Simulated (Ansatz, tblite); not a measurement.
# BCl2Br (BBrCl2): spin states and exact exchange

Is the singlet the ground state of BCl2Br (BBrCl2)? Other spin states are computed and compared level by level.

Method: as each input shows; program: Ansatz 0.2.0, Gaussian basis.

Levels to be run: triplet, at the geometry of the singlet (GFN1-xTB, GFN2-xTB, PBE0-D4/def2-TZVP, PBE-D4/def2-TZVP, r2SCAN-D4/def2-TZVP); the singlet's energies come from earlier runs.

### 1 The geometry

The geometry is that of the singlet, from an earlier relaxation (B3LYP-D4/def2-SVP).

4 atoms, charge 0, spin multiplicity 1.

Bond lengths: B1–Cl2 1.749 Å, B1–Cl3 1.749 Å, B1–Br4 1.914 Å. Angles: Cl2–B1–Cl3 120.0°, Cl2–B1–Br4 120.0°, Cl3–B1–Br4 120.0°.

### 2 Triplet at the fixed geometry, GFN1-xTB

Tight binding, by tblite at 300 K electronic temperature and without a spin-polarisation term:

```python
tblite.interface.Calculator('GFN1-xTB', numbers, positions, charge=0, uhf=2).singlepoint()
```

Energy -372.6832 eV; 0.005 s.

### 3 Triplet at the fixed geometry, GFN2-xTB

Tight binding, by tblite at 300 K electronic temperature and without a spin-polarisation term:

```python
tblite.interface.Calculator('GFN2-xTB', numbers, positions, charge=0, uhf=2).singlepoint()
```

Energy -389.9496 eV; 0.007 s.

### 4 Triplet at the fixed geometry, PBE0-D4/def2-TZVP

The input, in.yaml:

```yaml
crystal:
  periodic: [false, false, false]
  atoms:
    - {symbol: B, position_ang: [0.021012, 0.035138, 0.000441]}
    - {symbol: Cl, position_ang: [1.769595, 0.008838, 0.023542]}
    - {symbol: Cl, position_ang: [-0.829457, 1.563347, -0.005840]}
    - {symbol: Br, position_ang: [-0.961160, -1.607333, -0.018134]}
basis:
  gaussian: {orbitals: def2-TZVP}
magnetization: {spin_polarized: true, initial_magnetization: 2}
hamiltonian: {xc: pbe0, dispersion: d4}
scf: {omitted_lower_state_checks: [starts]}
output: {orbitals: {seedname: orbitals}}
```

Run with:

```sh
$ ansatz run in.yaml --threads 2 --pin off --events-out ev --progress --plain --max-ram 4352MiB
```

The program printed:

```text
Functional definition: PBE0
  name "PBE0"
  cite "Adamo & Barone, J. Chem. Phys. 110, 6158 (1999) doi:10.1063/1.478522"
  cite "Perdew, Burke & Ernzerhof, Phys. Rev. Lett. 77, 3865 (1996) doi:10.1103/PhysRevLett.77.3865"
  parent pbe
  parameter a = 0.25
  parameter kappa = 0.804
  parameter beta = 0.06672455060314922
  exchange = (1 - a)*pbe_x(kappa = kappa, mu = beta*pi^2/3) + a*exact_x
  correlation = pbe_c(beta = beta)
these checks for a lower state are left out or cut short: starts
1118 factors; their error is unknown
mean field evaluation 1: about -95747.1143 eV, gradient 2.0e1 eV
mean field evaluation 2: about -95743.2233 eV, gradient 3.3e1 eV
mean field evaluation 4: about -95749.1840 eV, gradient 3.6e0 eV
mean field evaluation 8: about -95749.7692 eV, gradient 2.8e-1 eV
mean field evaluation 16: about -95749.7693 eV, gradient 5.8e-4 eV
mean field -95749.76934743 eV, -3518.7391219934 hartree, gradient 1.4e-5 eV, S^2 2.009223; 0 other end points of the search recorded, 0 dependent functions left out
reference -95749.76937411 eV, -3518.7391229739 hartree; 38, 36 occupied and 115, 117 virtual orbitals, 1118 factors
Total energy: -95749.89345393 eV, -3518.7436828232 hartree
Checks for a lower state left out: starts
```

Wall time 11 s (2 threads of Arm Neoverse V1, shared host); peak memory 0.59 GiB.

From the report: HOMO -3.78 eV, LUMO -7.15 eV (over both spins; with the spin held, an empty level of the minority spin lies below the top filled one); ⟨S²⟩ 2.009 (pure: 2.00).

### 5 Triplet at the fixed geometry, PBE-D4/def2-TZVP

start.molden holds the orbitals of an earlier run on this state, given as this run's starting guess.

Edit in.yaml of step 4 so:

```diff
@@ -8,5 +8,5 @@
 basis:
-  gaussian: {orbitals: def2-TZVP}
+  gaussian: {orbitals: def2-TZVP, initial_orbitals: start.molden}
 magnetization: {spin_polarized: true, initial_magnetization: 2}
-hamiltonian: {xc: pbe0, dispersion: d4}
+hamiltonian: {xc: pbe, dispersion: d4}
 scf: {omitted_lower_state_checks: [starts]}
```

The command is unchanged.

The program printed:

```text
Functional definition: PBE
  name "PBE"
  cite "Perdew, Burke & Ernzerhof, Phys. Rev. Lett. 77, 3865 (1996) doi:10.1103/PhysRevLett.77.3865"
  parent pbe
  parameter kappa = 0.804
  parameter beta = 0.06672455060314922
  exchange = pbe_x(kappa = kappa, mu = beta*pi^2/3)
  correlation = pbe_c(beta = beta)
these checks for a lower state are left out or cut short: starts
1057 factors; their error is unknown
mean field evaluation 1: about -95745.5442 eV, gradient 1.0e1 eV
mean field evaluation 2: about -95745.6464 eV, gradient 1.9e-1 eV
mean field evaluation 4: about -95745.6236 eV, gradient 6.3e-3 eV
mean field -95745.62361582 eV, -3518.5867691669 hartree, gradient 2.3e-5 eV, S^2 2.004620; 0 other end points of the search recorded, 0 dependent functions left out
reference -95745.62365149 eV, -3518.5867704778 hartree; 38, 36 occupied and 115, 117 virtual orbitals, 1057 factors
Total energy: -95745.77009876 eV, -3518.5921523156 hartree
Checks for a lower state left out: starts
```

Wall time 4.3 s (2 threads of Arm Neoverse V1, shared host).

Report: HOMO -2.68 eV, LUMO -7.54 eV (over both spins; with the spin held, an empty level of the minority spin lies below the top filled one); ⟨S²⟩ 2.005 (pure: 2.00).

### 6 Triplet at the fixed geometry, r2SCAN-D4/def2-TZVP

Edit in.yaml of step 5 so:

```diff
@@ -10,3 +10,3 @@
 magnetization: {spin_polarized: true, initial_magnetization: 2}
-hamiltonian: {xc: pbe, dispersion: d4}
+hamiltonian: {xc: r2scan, dispersion: d4}
 scf: {omitted_lower_state_checks: [starts]}
```

The command is unchanged.

The program printed:

```text
Functional definition: r2SCAN
  name "r2SCAN"
  cite "Furness, Kaplan, Ning, Perdew & Sun, J. Phys. Chem. Lett. 11, 8208 (2020) doi:10.1021/acs.jpclett.0c02405"
  cite "Furness, Kaplan, Ning, Perdew & Sun, J. Phys. Chem. Lett. 11, 9248 (2020) doi:10.1021/acs.jpclett.0c03077"
  parent r2scan
  parameter k0 = 0.174
  parameter k1 = 0.065
  parameter a1 = 4.9479
  exchange = r2scan_x(k0 = k0, k1 = k1, a1 = a1)
  correlation = r2scan_c
these checks for a lower state are left out or cut short: starts
1057 factors; their error is unknown
mean field evaluation 1: about -95764.7808 eV, gradient 7.5e0 eV
mean field evaluation 2: about -95764.8283 eV, gradient 1.1e-1 eV
mean field evaluation 4: about -95764.8003 eV, gradient 3.6e-3 eV
mean field evaluation 8: about -95764.8003 eV, gradient 4.7e-5 eV
mean field -95764.80027793 eV, -3519.2914985008 hartree, gradient 1.2e-5 eV, S^2 2.010336; 0 other end points of the search recorded, 0 dependent functions left out
reference -95764.80028933 eV, -3519.2914989197 hartree; 38, 36 occupied and 115, 117 virtual orbitals, 1057 factors
Total energy: -95764.83089461 eV, -3519.2926236432 hartree
Checks for a lower state left out: starts
```

It took 13 s on 2 threads of Arm Neoverse V1, shared host.

From the report: HOMO -3.01 eV, LUMO -7.72 eV (over both spins; with the spin held, an empty level of the minority spin lies below the top filled one); ⟨S²⟩ 2.010 (pure: 2.00).

### 7 Triplet less singlet, vertical

The singlet's energies are those of its earlier runs, whose logs aren't repeated here.

| level | triplet less singlet, vertical (kcal/mol) | time |
| --- | --- | --- |
| GFN1-xTB | +121.8 | 0.01 s |
| GFN2-xTB | +109.5 | 0.011 s |
| PBE-D4/def2-TZVP | +107.7 | 6.1 s |
| r2SCAN-D4/def2-TZVP | +111.2 | 18 s |
| PBE0-D4/def2-TZVP | +116.5 | 15 s |

Times add the two runs; a level without a time comes out of a correlated run. Tight binding without a spin term can't rank spin states.

### 8 What came out

```
                                                quantity                                         value
triplet less singlet, vertical, functionals in def2-TZVP  +107.7 (PBE-D4) to +116.5 kcal/mol (PBE0-D4)
```

**Reading.** All functionals put the triplet above the singlet, over a spread of 8.7 kcal/mol. The checks for a lower triplet were left out, so another state of that spin may lie lower. These are electronic energies, without zero-point motion, entropy or surroundings.
